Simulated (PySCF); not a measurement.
# F₂+: bond curves at several levels of theory

One table from this session's results is given with a row withheld; the runs are named, their logs left out.

Computed with PySCF 2.14.0. Level: F def2-TZVPPD, no relativity.

Set-up of the first run:

A driver script around PySCF takes these settings:

```
atoms                         : F, F
charge                        : 1
basis                         : F def2-TZVPPD
Hamiltonian                   : no relativity
basis functions               : 80
electrons treated             : 17
masses in u                   : 18.9984, 18.9984
levels                        : PBE0, PBE, r²SCAN, M06-2X, PBEsol, BLYP, TPSSh, M06-L, ωB97M-V, HF, MP2, SCS-MP2, CCSD, CCSD(T)
grid                          : 80 radial by 434 angular points
occupations                   : held fixed by the projection of orbital angular momentum
dissociation limit            : F+ + F, each in its ground configuration
starting distance in angstrom : 1.330
values of 2S to try           : 1, 3
```

Launch:

```
OMP_NUM_THREADS=1 python dia.py task.json out
```

Steps of the session up to this table: Input; The PBE0 curve of the state that the search chose; Excited determinants; PBE (GGA); r²SCAN; M06-2X (hybrid meta-GGA); PBEsol (GGA); BLYP; TPSSh; M06-L (meta-GGA); ωB97M-V (range-separated hybrid); UHF; Correlated methods on the Hartree–Fock reference.

One table of the session follows, with a row left open; its other results are not shown here.

| level | Re (Å) | ωe (cm⁻¹) | De (eV) |
| --- | --- | --- | --- |
| UHF | 1.213 | 1581 | -0.96 |
| UHF-MP2 | 1.351 | 880 | 3.70 |
| UHF-SCS-MP2 | 1.339 | 934 | 3.31 |
| UHF-CCSD | 1.289 | 1222 | 2.72 |
| UHF-CCSD(T) | 1.313 | 1114 | 3.14 |
| PBE | 1.316 | 1151 | 4.75 |
| PBEsol | 1.302 | 1193 | 5.18 |
| BLYP | 1.333 | 1105 | 4.57 |
| r²SCAN | ? | ? | ? |
| M06-L | 1.295 | 1185 | 3.63 |
| TPSSh | 1.299 | 1217 | 3.75 |
| PBE0 | 1.273 | 1302 | 3.50 |
| M06-2X | 1.259 | 1384 | 3.21 |
| ωB97M-V | 1.278 | 1309 | 3.54 |

Estimate the missing values for r²SCAN.

The run gave: Re (Å): 1.298; ωe (cm⁻¹): 1217; De (eV): 3.88. In the column «Re (Å)» it lies between M06-L (1.295) and TPSSh (1.299).
